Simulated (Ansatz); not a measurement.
Reaction: C3H4 (SMILES C#CC) → C3H3 (SMILES [C]#CC, doublet) + H (doublet) (the C-H bond breaks)
Each species at its own B3LYP-D3(BJ)/def2-TZVP minimum (Ansatz, an electronic-structure program).

Total energies in hartree (Ansatz). UHF or UKS for unpaired electrons; spin-orbit terms are left out. Cores are frozen in correlated methods. No relativity. Where a partner has so few electrons that a lower coupled-cluster level is exact, that level stands in. The UHF reference of C3H3 ([C]#CC, doublet) is spin-contaminated (<S^2> up to 0.09 over the pure value in the sets run). The determinant of C3H3 ([C]#CC, doublet) is a saddle point of the SCF energy; a lower one exists, which strains HF and MP2.

| species | HF/cc-pVTZ | CCSD(T)/cc-pVTZ | HF/cc-pVQZ | CCSD(T)/cc-pVQZ | CCSD(T)/cc-pVDZ | CCSDT(Q)/cc-pVDZ |
|---|---|---|---|---|---|---|
| 1: C3H4 (prop-1-yne, SMILES C#CC) | -115.90848 | -116.43512 | -115.91599 | -116.46867 | -116.31489 | -116.31674 |
| 2: C3H3 (SMILES [C]#CC, doublet) | -115.21917 | -115.71511 | -115.22648 | -115.74646 | -115.60687 | -115.60955 |
| 3: H (doublet) | -0.49981 | -0.49981 | -0.49995 | -0.49995 | -0.49928 | -0.49928 |

**Question.** Work out the bond dissociation energy (electronic) in kcal/mol: take Hartree-Fock from cc-pVQZ, extrapolate the CCSD(T) correlation energy as X^-3 (X = 3, 4), and add CCSDT(Q) - CCSD(T) in cc-pVDZ. 1 hartree = 627.51 kcal/mol.

**Answer.** 
Species 1: correlation (64·(-0.55268) - 27·(-0.52664))/37 = -0.57168; step -0.00185; E1 = -115.91599 + (-0.57168) + (-0.00185) = -116.48952
Species 2: correlation (64·(-0.51998) - 27·(-0.49594))/37 = -0.53752; step -0.00268; E2 = -115.22648 + (-0.53752) + (-0.00268) = -115.76668
Species 3: correlation (64·(0.00000) - 27·(0.00000))/37 = 0.00000; step +0.00000; E3 = -0.49995 + (0.00000) + (+0.00000) = -0.49995
-1·E1 +1·E2 +1·E3 = 0.22289 hartree = 139.9 kcal/mol.
